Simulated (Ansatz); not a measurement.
# H3Si–BH2, triplet in cc-pVDZ: errors against UCCSDT(Q)

Geometry: displaced at random from a stationary point.

```xyz
7

Si   -0.0151    0.0028    0.5879
B     0.1303   -0.0133   -1.5136
H     0.7122   -1.1847    1.0092
H     0.6095    1.2139    1.0390
H    -1.5408   -0.0007    0.9215
H    -0.4020   -1.1102   -1.5618
H    -0.3563    1.1464   -1.5543
```

Basis cc-pVDZ; Ansatz 0.2.0. Correlated methods freeze the noble-gas cores, which leaves 12 electrons in 51 orbitals. R marks a restricted (for open shells ROHF) determinant, U an unrestricted one.

Full CI isn't at hand for all of this; UCCSDT(Q) serves as the reference, and is uncertain by the last step of the cluster series or more. The frozen core follows each run's orbitals, which can shift R against U totals by a few meV.

For open shells CISD is restricted-active-space CI with the open shells as a complete middle space.

* UHF ⟨S²⟩: 2.011
* T1 diagnostic (RCCSD): 0.0185
* largest doubles amplitude (RCCSD): 0.025
* T1 diagnostic (UCCSD): 0.0139

| level | E − E(RHF) (eV) |
| --- | --- |
| UHF | -0.0921 |
| RMP2 | -4.9749 |
| UMP2 | -4.9742 |
| RCCSD | -6.2025 |
| UCCSD | -6.2042 |
| RCCSD(T) | -6.3432 |
| UCCSD(T) | -6.3434 |

Question: Estimate how far UCCSDT(Q) in cc-pVDZ lies from RCCSD(T). The table doesn't fix it; the size of (T) and the diagnostics are the guide.

Answer: UCCSDT(Q) in cc-pVDZ lies 0.87 kcal/mol below RCCSD(T), which is 27 % of the (T) step (-3.25 kcal/mol). The diagnostics give no warning, yet the rest is a sizeable part of (T).

The other levels:

| level | E − E(UCCSDT(Q)) (kcal/mol) | share of correlation (%) | wall time |
| --- | --- | --- | --- |
| CISD | 15.48 | 89.48 | 7 s |
| BCCD(T) | 0.86 | 99.42 | 2.9 s |
| RCCSDT | 0.12 | 99.92 | – |
| UCCSDT | 0.11 | 99.92 | – |
| RCCSDT(Q) | 0.02 | 99.99 | 3.3 min |

The correlation energy at UCCSDT(Q), counted from RHF, is -6.381 eV. That run took 2.9 min on 1 thread of Arm Neoverse V1, shared host.

Times hold each run's SCF and search for its determinant on a shared host, so for small cases they say little of a method's own cost; they ran on 1 thread of Arm Neoverse V1.
